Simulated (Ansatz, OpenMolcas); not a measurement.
## A ladder of methods for BH3 (SMILES [H]B([H])[H])

BH3: 4 atoms, total charge 0, spin state singlet. As SMILES, `[H]B([H])[H]`. The coordinates come from a GFN2-xTB relaxation.

```xyz
4

B     0.0001    0.0000   -0.0014
H     1.1639   -0.0303    0.0153
H    -0.5553    1.0234   -0.0186
H    -0.6086   -0.9931    0.0048
```

Each level gives the energy change with the B1–H4 bond stretched from 1.165 to 2.912 Å (eV). The values are calculated.

| level | kind | program | value (eV) | less FCI/3-21G |
| --- | --- | --- | --- | --- |
| SVWN5/3-21G (restricted) | LDA | Ansatz | 4.90 | +0.90 |
| r2SCAN0/3-21G (restricted) | hybrid meta-GGA | Ansatz | 5.46 | +1.46 |
| CAM-B3LYP/3-21G (restricted) | range-separated hybrid | Ansatz | 5.54 | +1.54 |
| HSE06/3-21G (restricted) | range-separated hybrid | Ansatz | 5.29 | +1.29 |
| wB97X/3-21G (restricted) | range-separated hybrid | Ansatz | 5.68 | +1.68 |
| MP2/3-21G (restricted) | perturbation theory | Ansatz | 5.25 | +1.25 |
| MRCI(2,2)/3-21G | multireference | OpenMolcas | 4.00 | 0.00 |
| SC-NEVPT2(2,2)/3-21G | multireference | OpenMolcas | 3.99 | -0.01 |
| FCI/3-21G | exact in the basis | OpenMolcas | 4.00 | 0.00 |

FCI/3-21G is exact within its basis and frozen core, so for wave-function methods in that basis the difference is their error; functionals converge differently with the basis, so for them it is only a difference. The first shape isn't each level's own minimum. The values span 3.99 to 5.68 eV. All rows use very small basis sets, so even the best lies far from the true value.
